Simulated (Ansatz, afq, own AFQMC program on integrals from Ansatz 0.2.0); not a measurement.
**BH⁻, doublet in aug-cc-pVDZ, levels against full CI**

```tsv
atom	x (Å)	y (Å)	z (Å)
B	0.0000	0.0000	0.0000
H	0.0000	0.0000	3.4260
```

Basis aug-cc-pVDZ. Only valence electrons are correlated. Integrals, coupled cluster, full CI and functionals: Ansatz 0.2.0; the random walks run on the same integrals in our own AFQMC program. The CISD trial takes its coefficients from CCSD amplitudes. Released means that phaseless walkers are propagated on without the constraint, phases kept. Uncertainties: one standard error, sampling alone.

Determinant: UHF, the one that the program's search chose, which needn't be the lowest solution. The geometry is a point of a scan.

Full CI on the same integrals is exact in this basis and with this determinant's frozen core.

Cautions: an unrestricted solution with more broken spin lies lower (32 meV, ⟨S²⟩ 1.12); strong correlation (T1 0.087, weight of the determinant 0.81, largest double 0.11); unrestricted determinant spin contaminated (⟨S²⟩ 0.96 against 0.75); the released energies have errors that jump between times, so the bars are unsure, so no released level is given (meV from the phaseless value at times in 1/Eh: -8 ± 3 at 0.24, -12.6 ± 2.5 at 0.51, -3 ± 16 at 0.99, -24 ± 3 at 1.62, -30 ± 4 at 2.40), though the last usable value meets full CI within the noise.

* T1 diagnostic: 0.0871
* weight of the determinant in the CISD state: 0.806
* ⟨S²⟩ of the determinant: 0.960
* size of the correlated space: 5 electrons in 31 orbitals

```tsv
level	correlation energy (eV)
MP2	-1.6386
CCSD	-2.7014
CCSD(T)	-2.7734
```

Problem. Estimate where full CI lies against CCSD(T) on the same integrals.

Solution. 6.2 kJ/mol below CCSD(T).

Reference: full CI, correlation energy -2.838 eV. The cautions show a poor starting determinant, so the rows tell how each method copes with it here, and full CI is the sure value.

| level | E − E(reference) (kJ/mol) | share of correlation (%) |
| --- | --- | --- |
| CCSD(T) | 6.2 | 97.73 |
| CCSDT | 0.7 | 99.73 |
| CCSDT(Q) | 0.1 | 99.97 |
| CCSDTQ | 0.0 | 100.00 |
| ph-AFQMC/CISD | 3.5 ± 0.3 | 98.71 |

CCSDT and higher add their correlation energy to the determinant of the CCSD(T) run, since their own runs factorise the integrals more tightly (a shift of under 2 meV).
